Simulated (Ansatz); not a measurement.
C4H8O, SMILES `C/C=C/CO`, 13 atoms. Charge 0, multiplicity 1. All runs use 4 threads of an Intel Xeon Platinum 8259CL on a shared host. Correlated methods freeze the cores.

(1) How many basis functions does each run have, and how long does it take in Ansatz? RHF-CCSD(T)/def2-TZVPP energy; RKS PBE-D4/def2-TZVPP energy and forces; RKS PBE0-D4/def2-QZVPP energy; RKS PBE0-D4/def2-TZVPP energy; direct RPA on PBE orbitals/def2-TZVPP energy; RKS PBE0-D4/def2-TZVP relaxation (6 steps); RKS PBE0-D4/def2-TZVP frequencies; RKS ωB97M-V/def2-SVP energy; RKS PBE-QIDH (frozen core)/def2-TZVPP energy; RHF-CCSD(T)/def2-SVP energy; RHF-MP2/def2-QZVPP energy; RKS ωB97M-V/def2-QZVPP energy. (Estimate.)

## Answers

(1) Computed: Other jobs shared the machine, so times are rough.

```tsv
level	job	functions	wall time	peak host memory (GiB)
RKS PBE-D4/def2-TZVPP	energy and forces	267	2.5 s	0.31
RKS PBE0-D4/def2-TZVPP	energy	267	2.8 s	0.57
RKS ωB97M-V/def2-SVP	energy	110	3.2 s	0.31
direct RPA on PBE orbitals/def2-TZVPP	energy	267	5.5 s	0.67
RKS PBE-QIDH (frozen core)/def2-TZVPP	energy	267	6 s	0.7
RHF-CCSD(T)/def2-SVP	energy	110	6 s	0.59
RKS PBE0-D4/def2-QZVPP	energy	525	8 s	1.7
RKS ωB97M-V/def2-QZVPP	energy	525	15 s	2.1
RKS PBE0-D4/def2-TZVP	relaxation (6 steps)	203	19 s	0.47
RHF-MP2/def2-QZVPP	energy	525	32 s	3.7
RHF-CCSD(T)/def2-TZVPP	energy	267	120 s	7.2
RKS PBE0-D4/def2-TZVP	frequencies	203	2.7 min	0.48
```
